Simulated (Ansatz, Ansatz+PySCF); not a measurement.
| atom | x (Å) | y (Å) | z (Å) |
| --- | --- | --- | --- |
| Be | 0.0000 | 0.0000 | 0.2447 |
| H | 0.0000 | 0.0000 | -1.0536 |

Basis set: cc-pVTZ on H; cc-pCVTZ on Be (spherical functions). All electrons are correlated. Correlation on ROHF uses semicanonical orbitals with singles. Charge 0, multiplicity 2.

Computed with Ansatz (development build ahead of 0.2.0); each method stands on the lowest determinant of its kind that the runs found.

Question: Give the atomization energy at this shape (free ground-state atoms in the same class of orbitals less the molecule, no zero-point energy) of doublet BeH by UHF-CCSD(T), UHF-MP2, ROHF-MP2.

Answer:

```
     method  atomization energy
UHF-CCSD(T)             2.11 eV
    UHF-MP2             2.39 eV
   ROHF-MP2             2.28 eV
```
